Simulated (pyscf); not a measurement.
H₂N–SiH(NH₂)–F + H• -> H₂N–Si•(NH₂)–F + H₂, a hydrogen abstraction (doublet surface; H–Si broken, H–H formed). PySCF, gas phase, ωB97X-D3(BJ)/def2-SVP geometries. Energies in kcal/mol from the separated reactants.

Small-basis levels: PySCF, no dispersion term, spherical d functions. AM1 to PM7: differences of heats of formation from MOPAC. GFN2-xTB: tblite. Open shells are spin-unrestricted. 

| level | barrier | reaction energy |
|---|---|---|
| HF/3-21G | (withheld) | +0.9 |
| MP2/6-31G* | 14.6 | -0.9 |
| SVWN5/6-31G* | -6.4 | -9.1 |
| BP86/6-31G* | -2.9 | -13.6 |
| PBE/6-31G* | -0.5 | -10.0 |
| B3LYP/STO-3G | -8.0 | -27.3 |
| B3LYP/3-21G | -2.0 | -12.7 |
| B3LYP/LANL2DZ | -0.5 | -16.1 |
| PBE/def2-SVP | -1.0 | -8.4 |
| GFN2-xTB | (withheld) | +17.7 |
| PM3 | -30.4 | -51.1 |
| PM7 | -23.2 | -56.6 |
| ωB97M-D3(BJ)/def2-TZVP | (withheld) | -5.6 |

**Question.** What belongs in the gaps?

**Answer.** 
- HF/3-21G, barrier: 14.1
- GFN2-xTB, barrier: 15.0
- ωB97M-D3(BJ)/def2-TZVP, barrier: 6.0

Against the last row the barrier runs from -36.4 (PM3) to +9.0 kcal/mol (GFN2-xTB). At SVWN5/6-31G*, BP86/6-31G*, PBE/6-31G*, B3LYP/STO-3G, B3LYP/3-21G, B3LYP/LANL2DZ, PBE/def2-SVP, GFN2-xTB, PM3, PM7 this geometry lies under one side, so the entry may be no barrier of that level: it is a single point on another level's saddle. ωB97M-D3(BJ)/def2-TZVP has limits of its own. This is the saddle that the search found; another between the same sides may lie lower. The angle at the transferred H is 174°.
